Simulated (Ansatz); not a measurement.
Reactions of C3H7NO (`C1COCN1`).

Isolated molecules relaxed with PBE0-D4/def2-TZVP in Ansatz; ΔE leaves out vibrations. CCSD(T)/CBS is the MP2 limit (def2-TZVPP, def2-QZVPP) plus CCSD(T) − MP2 in def2-TZVPP, frozen cores. This one scheme is used for every species, atoms too. For atomizations the MP2-based limit and the directly extrapolated one differ by several kJ/mol either way, and by 10 to 25 for some Ge, Se and Sn compounds, so smaller differences from it don't rank the levels. No spin–orbit coupling; open shells (•) take unrestricted orbitals. Spin–orbit coupling would lower the free atoms: a little for C, O. Each species was taken in one conformer, which may not be the lowest.

(1) Order these by ΔE at CCSD(T)/CBS, lowest first. (Best estimate.)
A. `C1COCN1` → `CNC(C)=O`
B. `C1COCN1` → `C=C(O)NC`
C. `C1COCN1` → 3 C• + 7 H• + N• + O•
D. `C1COCN1` → `NCC1CO1`

Largest T1 diagnostic: 0.014, for `CNC(C)=O`.

## Answers

(1) A (-28.1 kcal/mol), B (-4.4 kcal/mol), D (+13.5 kcal/mol), C (+1127.9 kcal/mol).
